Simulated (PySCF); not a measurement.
**Bond length, frequency and bond energy of NaP⁻ by level of theory**

State: ⁴Σ⁻ (quartet), unpaired electrons σ ↑, π ↑↑. Set-up: basis Na aug-cc-pVDZ-DK, P aug-cc-pVDZ-DK; spin-free X2C with a Gaussian nucleus; PySCF 2.14. De refers to Na + P⁻ in their high-spin ground configurations, without counterpoise correction. The functionals are run spin-unrestricted. A positive dipole points towards P; it is taken about the centre of mass and depends on that origin.

```
      Level  Re (Å)  ωe (cm⁻¹)  De (eV)  μ (D)
    UHF-MP2   2.867        200      n/a    n/a
UHF-SCS-MP2   2.873        199      n/a    n/a
   UHF-CCSD   2.872        199      n/a    n/a
UHF-CCSD(T)   2.878        196      n/a    n/a
        LDA   2.774        210     1.36   5.15
        PBE   2.836        201     1.28   5.22
       BP86   2.850        197     1.20   5.20
       TPSS   2.851        201     1.34   5.49
     r²SCAN   2.839        204     1.28   5.21
       PBE0   2.817        211     1.27   5.02
      HSE06   2.820        210     1.27   5.01
```

**Question.** What does a quarter of exact exchange do here, going from PBE to PBE0?

**Answer.** PBE0 less PBE: -1.9 pm in Re, +5.0 % in ωe, -0.01 eV in De. Exact exchange removes part of the self-interaction that spreads semilocal densities, and in most molecules shortens and stiffens the bond and lowers De; so it does here.

**Question.** What does the gradient correction do here, going from LDA to PBE?

**Answer.** PBE less LDA: +6.2 pm in Re, -4.3 % in ωe, -0.08 eV in De. The gradient correction favours the more uneven density of free atoms, so it tends to lengthen bonds and takes away much of the overbinding of LDA; so it does here.

**Question.** What does the triples do here, going from UHF-CCSD to UHF-CCSD(T)?

**Answer.** UHF-CCSD(T) less UHF-CCSD: +0.6 pm in Re, -1.5 % in ωe. Correlation nearly always deepens the well. The bond lengthens, as in strong covalent bonds, where excitations into antibonding orbitals dominate.

Correlated steps freeze 6 core orbitals. For an ion De counts to the pair picked by the measured ionisation energies or electron affinities, which need not be the lowest pair at this level. Counting both spins, an empty level lies below a filled one in some of these solutions, because spin and occupation are held. The highest Kohn–Sham level is positive in this anion. Much of that is self-interaction error, but it also means that the finite basis helps to hold the extra electron. The state was picked by a PBE0 search and need not be the measured ground state.

The whole job (state search and all levels along the bond) took about 3.3 min on 1 thread of Arm Neoverse V1 (shared host), peak memory 0.69 GiB.
